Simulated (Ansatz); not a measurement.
## Worked example: the enthalpy of formation of C2H5N (aziridine)

The species is C2H5N (8 atoms), meant as a singlet with charge 0. SMILES: `C1CN1`. The shape is that of a PBE0-D4/def2-TZVP optimisation.

```xyz
8

C    -0.4420    0.3729   -0.5266
C     0.7018    0.0413    0.3427
N    -0.6464   -0.3792    0.7058
H    -0.5239   -0.1462   -1.4763
H    -0.8504    1.3774   -0.5215
H     1.1307    0.8030    0.9843
H     1.4061   -0.7057   -0.0095
H    -0.7760   -1.3633    0.5010
```

Total energies at wB97M-V/def2-SVPD (Ansatz 0.2.0); the atoms run unrestricted:

| species | state | energy (Eh) |
| --- | --- | --- |
| C2H5N | singlet | -133.762754 |
| C | triplet | -37.800207 |
| N | quartet | -54.526430 |
| H | doublet | -0.491712 |

Harmonic wavenumbers at PBE0-D4/def2-TZVP, in cm⁻¹: 780, 903, 908, 922, 1005, 1117, 1122, 1153, 1255, 1271, 1308, 1491, 1527, 3125, 3131, 3205, 3219, 3544.

Measured heats of formation of the gaseous atoms at 298.15 K, in kJ/mol: C 716.9, N 472.4, H 218.0. Take 1 Eh = 2625.50 kJ/mol, 1 cm⁻¹ = 0.0119627 kJ/mol, RT = 2.479 kJ/mol.

What heat of formation follows?


1. Electronic atomisation energy: 2 × (-37.800207) + (-54.526430) + 5 × (-0.491712) − (-133.762754) = 1.177350 Eh = 3091.1 kJ/mol.
2. Zero-point energy: half the sum of the wavenumbers, 15493 cm⁻¹ = 185.3 kJ/mol.
3. Thermal vibrational enthalpy, Σ hcν̃/(exp(hcν̃/kT) − 1): 1.0 kJ/mol. Translation, rotation and pV of a non-linear molecule: 4 RT = 9.9 kJ/mol.
4. The 8 free atoms carry 5/2 RT each: 49.6 kJ/mol.
5. Atomisation enthalpy at 298 K: 3091.1 − 185.3 − 1.0 − 9.9 + 49.6 = 2944.5 kJ/mol.
6. Sum of the atoms' heats of formation: 2996.2 kJ/mol. Heat of formation: 2996.2 − 2944.5 = +51.7 kJ/mol.

The tabulated value is +126.5 kJ/mol (CRC Handbook of Chemistry and Physics), so this level is off by -74.8 kJ/mol, or 2.6 % of the atomisation enthalpy that the table implies (2869.7 kJ/mol). Anharmonicity and any spin-orbit splitting of the molecule are left out.
